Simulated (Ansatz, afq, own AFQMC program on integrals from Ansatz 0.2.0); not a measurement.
## H2F, doublet in cc-pVTZ, levels against CCSDT(Q)

```xyz
3

H     0.0000    0.0000   -1.0540
H     0.0000    0.0000   -0.0280
F     0.0000    0.0000    1.0820
```

Basis cc-pVTZ. Noble-gas cores (and the filled d shells of Ga–Kr and In–Xe) are frozen. Ansatz 0.2.0 and our own AFQMC program on the same integrals; the CISD trial comes from CCSD amplitudes, and released means the phaseless constraint is let go. Uncertainties: one standard error, sampling alone.

Determinant: UHF, the one that the program's search chose, which needn't be the lowest solution. The geometry is a point of a scan.

No full CI on the walks' own integrals is used here; CCSDT(Q) serves as the reference and is uncertain by about the last step of the cluster series.

The T1 diagnostic is 0.0160 and the weight of the determinant in the CISD state is 0.936. The ⟨S²⟩ of the determinant is 0.783 and the size of the correlated space is 9 electrons in 57 orbitals.

Reference: CCSDT(Q), correlation energy -8.046 eV. The released energy is read at 2.40 1/Eh (meV from the phaseless value at times in 1/Eh: -5 ± 4 at 0.24, -13 ± 3 at 0.51, -15 ± 3 at 0.99, -12 ± 3 at 1.62, -18 ± 6 at 2.40).

| level | E − E(reference) (mEh) | share of correlation (%) |
| --- | --- | --- |
| HF | 295.70 | 0.00 |
| MP2 | 14.90 | 94.96 |
| CCSD | 8.18 | 97.23 |
| CCSD(T) | 0.59 | 99.80 |
| CCSDT | 0.38 | 99.87 |
| ph-AFQMC/CISD | 0.52 ± 0.13 | 99.83 |
| released AFQMC | -0.13 ± 0.21 | 100.04 |

A walk keeps the symmetry of its determinant, which the program's search chose and which needn't be the lowest solution, so a lower state of the same spin and another symmetry isn't excluded. Released energies are given only where the last usable release times agree within the noise; a slower fall can still hide under it.
